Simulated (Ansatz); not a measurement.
We consider tetradymite Bi₂Se₃, described by G0W0@HSE06 (Ansatz, a program for electronic structure, hard PAW, contour deformation).

The cell has the measured lattice parameters. Conventional cell: a = 4.1430 Å, b = 4.1430 Å, c = 28.6360 Å, α = 90.00°, β = 90.00°, γ = 120.00°.

The quasiparticle gap at Γ at a fixed k mesh 2×2×2:

```json
[
 {"response cutoff": "105 eV, 637 empty bands", "value (eV)": "0.527"},
 {"response cutoff": "140 eV, 980 empty bands", "value (eV)": "0.570"},
 {"response cutoff": "175 eV, 1370 empty bands", "value (eV)": "0.597"},
 {"response cutoff": "210 eV, 1801 empty bands", "value (eV)": "0.612"}
]
```

Question: Taking the value to converge with the response cutoff E as E^(−3/2), extrapolate from the last two rows.

Answer: With y = y∞ + c/w and weights w = 2315 and 3043 for the last two rows, y∞ = (w2 y2 − w1 y1)/(w2 − w1) = (3043 × 0.612 − 2315 × 0.597)/728 = 0.660 eV, which lies 0.048 beyond the last row. Successive pairs of rows give 0.650, 0.665, 0.660. The limit also hangs on the law assumed, so its last digits aren't firm.

The other settings are not extrapolated, so this is the limit in one setting alone.

Spin–orbit coupling is not included; with these elements it can move the gap by several tenths of an eV or more.

Note: filled d or f shells below the valence bands can shift G0W0 gaps through exchange with them, which wasn't tested here. Note: GW on a hybrid start was not checked against another program.
